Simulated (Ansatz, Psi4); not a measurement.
## C2HO (ethynyloxy radical): from total energies to a heat of formation

C2HO: 4 atoms, total charge 0, spin state doublet. As SMILES, `C#C[O]`. The coordinates come from a PBE0-D4/def2-TZVP relaxation.

Total energies at UCAM-B3LYP/cc-pVTZ (Psi4 1.11); the atoms run unrestricted:

| species | state | energy (Eh) |
| --- | --- | --- |
| C2HO | doublet | -151.914655 |
| C | triplet | -37.836112 |
| O | triplet | -75.068726 |
| H | doublet | -0.498813 |

Harmonic wavenumbers at UPBE0-D4/def2-TZVP, in cm⁻¹: 453, 510, 574, 1280, 2123, 3365.

Measured heats of formation of the gaseous atoms at 298.15 K, in kJ/mol: C 716.9, O 249.2, H 218.0. Spin-orbit lowering of the atoms at 298 K (mean of the ground term's levels less their thermal mean, from spectra), in kJ/mol: C 0.02, O 0.40. Take 1 Eh = 2625.50 kJ/mol, 1 cm⁻¹ = 0.0119627 kJ/mol, RT = 2.479 kJ/mol.

Task: Work out the heat of formation of the gas at 298 K.

Result: 
1. Electronic atomisation energy: 2 × (-37.836112) + (-75.068726) + (-0.498813) − (-151.914655) = 0.674892 Eh = 1771.9 kJ/mol.
2. Zero-point energy: half the sum of the wavenumbers, 4152.5 cm⁻¹ = 49.7 kJ/mol.
3. Thermal vibrational enthalpy, Σ hcν̃/(exp(hcν̃/kT) − 1): 1.7 kJ/mol. Translation, rotation and pV of a non-linear molecule: 4 RT = 9.9 kJ/mol.
4. The 4 free atoms carry 5/2 RT each: 24.8 kJ/mol.
5. Spin-orbit coupling lowers the free atoms by 2 × 0.02 + 0.40 = 0.4 kJ/mol.
6. Atomisation enthalpy at 298 K: 1771.9 − 0.4 − 49.7 − 1.7 − 9.9 + 24.8 = 1735.0 kJ/mol.
7. Sum of the atoms' heats of formation: 1901.0 kJ/mol. Heat of formation: 1901.0 − 1735.0 = +166.0 kJ/mol.

The tabulated value is +178.0 kJ/mol (Active Thermochemical Tables), so this level is off by -12.0 kJ/mol, or 0.7 % of the atomisation enthalpy that the table implies (1723.0 kJ/mol). Anharmonicity and any spin-orbit splitting of the molecule are left out.
